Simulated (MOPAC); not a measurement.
MOPAC input (PM6):

```
PM6 FORCE THERMO(298,298) PRECISE LET GEO-OK AUX(PRECISION=9) THREADS=1
H2O2

O    -0.03291148 1    0.71405662 1    0.02938745 1
O     0.02951700 1   -0.71223451 1    0.06072764 1
H     0.95446607 1    0.89474144 1    0.06375633 1
H    -0.95785193 1   -0.89290225 1    0.02740245 1
```

From the last part of the output:

```
     H    4   1.074691   3.837486   0.184322   4.129807

          HEAT OF FORMATION =     -24.005193 KCALS/MOLE

          ZERO POINT ENERGY      13.383 KCAL/MOL

           NORMAL COORDINATE ANALYSIS (Total motion = 1 Angstrom)

   Root No.       1         2         3         4         5         6

                 1 Au      1 Ag      1 Bu      2 Ag      2 Bu      3 Ag

                 127.4    1068.2    1275.9    1569.0    2655.4    2665.6

           1    0.0000   -0.3759   -0.0289    0.0109    0.0065    0.0004
           2   -0.0000    0.0122   -0.0065    0.0436   -0.0289    0.0265
           3   -0.0296   -0.0000   -0.0000   -0.0000    0.0000   -0.0000
           4    0.0000    0.3759   -0.0289   -0.0109    0.0065   -0.0004
           5   -0.0000   -0.0122   -0.0065   -0.0436   -0.0289   -0.0265
           6   -0.0296    0.0000    0.0000    0.0000    0.0000    0.0000
           7   -0.0000   -0.1224    0.4589   -0.4521   -0.1031    0.0943
           8    0.0002   -0.0194    0.1031   -0.0521    0.4589   -0.4640
           9    0.4704    0.0000    0.0000    0.0000    0.0000    0.0002
          10   -0.0000    0.1224    0.4589    0.4521   -0.1031   -0.0943
          11    0.0002    0.0194    0.1031    0.0521    0.4589    0.4640
          12    0.4704   -0.0000   -0.0001   -0.0000   -0.0005   -0.0002

           MASS-WEIGHTED COORDINATE ANALYSIS (NORMAL COORDINATES)

   Root No.       1         2         3         4         5         6

                 1 Au      1 Ag      1 Bu      2 Ag      2 Bu      3 Ag

                 127.4    1068.2    1275.9    1569.0    2655.4    2665.6

           1    0.0000   -0.7043   -0.1680    0.0625    0.0377    0.0025
           2   -0.0001    0.0228   -0.0377    0.2512   -0.1680    0.1541
           3   -0.1721   -0.0000   -0.0001   -0.0001    0.0000   -0.0001
           4    0.0000    0.7043   -0.1680   -0.0625    0.0377   -0.0025
           5   -0.0001   -0.0228   -0.0377   -0.2512   -0.1680   -0.1541
           6   -0.1721    0.0000    0.0002    0.0001    0.0002    0.0001
           7   -0.0000   -0.0575    0.6692   -0.6537   -0.1503    0.1374
           8    0.0004   -0.0091    0.1503   -0.0753    0.6692   -0.6763
           9    0.6858    0.0000    0.0000    0.0000    0.0000    0.0004
          10   -0.0000    0.0575    0.6692    0.6537   -0.1503   -0.1374
          11    0.0004    0.0091    0.1503    0.0753    0.6692    0.6763
          12    0.6859   -0.0000   -0.0002   -0.0000   -0.0007   -0.0004

          DESCRIPTION OF VIBRATIONS

 VIBRATION          1    1Au         ATOM PAIR     ENERGY CONTRIBUTION    RADIAL
 FREQUENCY           127.38         O 2 -- H 4         +49.6% ( 49.1%)      0.0%
 TRANSITION DIPOLE   1.2842         O 1 -- H 3         +49.6% ( 49.1%)      0.0%
 TRAVEL (Ang.)       0.0000         O 1 -- O 2          +0.7% (  5.9%)      0.0%
 REDUCED MASS        0.4741
 EFFECTIVE MASS      1.3959
 FORCE CONSTANT      0.0045

 VIBRATION          2    1Ag         ATOM PAIR     ENERGY CONTRIBUTION    RADIAL
 FREQUENCY          1068.21         O 1 -- O 2         +65.5% (100.0%)     99.9%
 TRANSITION DIPOLE   0.0000         O 2 -- H 4         +17.3% ( 51.3%)      3.4%
 TRAVEL (Ang.)       0.0894         O 1 -- H 3         +17.3% ( 51.3%)      3.4%
 REDUCED MASS        7.8915
 EFFECTIVE MASS     15.9514
 FORCE CONSTANT      5.3054

 VIBRATION          3    1Bu         ATOM PAIR     ENERGY CONTRIBUTION    RADIAL
 FREQUENCY          1275.92         O 2 -- H 4         +49.9% ( 76.7%)      0.7%
 TRANSITION DIPOLE   0.7997         O 1 -- H 3         +49.9% ( 76.7%)      0.7%
 TRAVEL (Ang.)       0.3339         O 1 -- O 2          +0.3% (  5.9%)      0.0%
 REDUCED MASS        0.4741
 EFFECTIVE MASS      1.3958
 FORCE CONSTANT      0.4547

 VIBRATION          4    2Ag         ATOM PAIR     ENERGY CONTRIBUTION    RADIAL
 FREQUENCY          1569.03         O 2 -- H 4         +47.7% ( 62.9%)      8.3%
 TRANSITION DIPOLE   0.0000         O 1 -- H 3         +47.7% ( 62.9%)      8.3%
 TRAVEL (Ang.)       0.2870         O 1 -- O 2          +4.6% ( 19.5%)      5.8%
 REDUCED MASS        0.5216
 EFFECTIVE MASS      2.1549
 FORCE CONSTANT      0.7565

 VIBRATION          5    2Bu         ATOM PAIR     ENERGY CONTRIBUTION    RADIAL
 FREQUENCY          2655.36         O 1 -- H 3         +49.8% ( 70.8%)     99.3%
 TRANSITION DIPOLE   1.4478         O 2 -- H 4         +49.8% ( 70.8%)     99.3%
 TRAVEL (Ang.)       0.2314         O 1 -- O 2          +0.3% (  5.9%)      0.0%
 REDUCED MASS        0.4741
 EFFECTIVE MASS      1.3960
 FORCE CONSTANT      1.9695

 VIBRATION          6    3Ag         ATOM PAIR     ENERGY CONTRIBUTION    RADIAL
 FREQUENCY          2665.63         O 2 -- H 4         +49.8% ( 70.5%)     99.9%
 TRANSITION DIPOLE   0.0000         O 1 -- H 3         +49.8% ( 70.5%)     99.9%
 TRAVEL (Ang.)       0.2307         O 1 -- O 2          +0.4% (  6.6%)      0.0%
 REDUCED MASS        0.4753
 EFFECTIVE MASS      1.3330
 FORCE CONSTANT      1.9897

      SYMMETRY NUMBER FOR POINT-GROUP C2h =  2

          SYSTEM IS A GROUND STATE

 H2O2

          MOLECULE IS NOT LINEAR

          THERE ARE  6 GENUINE VIBRATIONS IN THIS SYSTEM
          THIS THERMODYNAMICS CALCULATION IS LIMITED TO
          MOLECULES WHICH HAVE NO INTERNAL ROTATIONS

                    CALCULATED THERMODYNAMIC PROPERTIES
                                          *
   TEMP. (K)   PARTITION FUNCTION   H.O.F.    ENTHALPY  HEAT CAPACITY ENTROPY
                                   KCAL/MOL   CAL/MOLE    CAL/K/MOL  CAL/K/MOL

 298.00  VIB.     0.2195D+01                   456.3761     2.4537     3.0940
         ROT.     0.9682D+03                   888.2803     2.9808    16.6437
         INT.     0.2125D+04                  1344.6564     5.4345    19.7377
         TRA.     0.1918D+27                  1480.4672     4.9680    36.5013
         TOT.                      -24.005    2825.1236    10.4026    56.2390

   *: NOTE: HEATS OF FORMATION ARE RELATIVE TO THE
            ELEMENTS IN THEIR STANDARD STATE AT 298K
              (=  Standard Enthalpy of Formation).

            Hvib:  Zero-point energy is not included.
                   frequencies of less than zero cm-1 are not included.
            Hrot = (3/2)RT
            Htra = (3/2)RT + pV = (5/2)RT

            Heat capacity is Cp, not Cv

          For more information, see: HTTP://OpenMOPAC.net/Manual/thermochemistry.html

           FORCE CONSTANT IN CARTESIAN COORDINATES (Millidynes/A)

    ATOM   CHEMICAL       X               Y               Z
   NUMBER   SYMBOL  FORCE CONSTANT  FORCE CONSTANT  FORCE CONSTANT

      1       O        5.954454        4.956784        0.004114
      2       O        5.954454        4.956784        0.004114
      3       H        1.234407        3.834828        0.004378
      4       H        1.234407        3.834828        0.004378

 **********************
 *                    *
 * JOB ENDED NORMALLY *
 *                    *
 **********************
```
